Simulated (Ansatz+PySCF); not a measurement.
Values are calculated unless marked as measured or tabulated.
A run of PySCF 2.14.0 on doublet C₂H₄NO at this shape:

```
atom   x (Å)    y (Å)    z (Å)
   C  0.0000  -0.1839  -1.2268
   N  0.0000   0.4754  -0.0207
   C  0.0000  -0.1522   1.2078
   H  0.0000   0.3986  -2.1323
   H  0.0000  -1.2598  -1.2041
   H  0.0000   1.4852  -0.0189
   H  0.0000   0.5720   2.0408
   O  0.0000  -1.3353   1.3541
```

Its results:

| Quantity | Value |
| --- | --- |
| Converged | yes |
| Reference energy | -207.41675 hartree |
| Correlation energy | -0.74109 hartree |
| Total energy | -208.15785 hartree |
| Spin squared of the determinant | 0.772 |

Which input gives this output? Name the method, the orbitals and the basis set, and write the input.

UHF-MP2 in cc-pVTZ.

```python
from pyscf import gto, scf, mp

mol = gto.M(atom="""
C 0.000000 -0.183860 -1.226760
N 0.000000 0.475380 -0.020700
C 0.000000 -0.152190 1.207820
H 0.000000 0.398630 -2.132270
H 0.000000 -1.259850 -1.204120
H 0.000000 1.485170 -0.018890
H 0.000000 0.572030 2.040840
O 0.000000 -1.335310 1.354080
""", basis='cc-pvtz', charge=0, spin=1)
mf = scf.UHF(mol)
mf.kernel()
pt = mp.MP2(mf, frozen=4).run()
print(mf.e_tot, pt.e_corr, pt.e_tot)
```
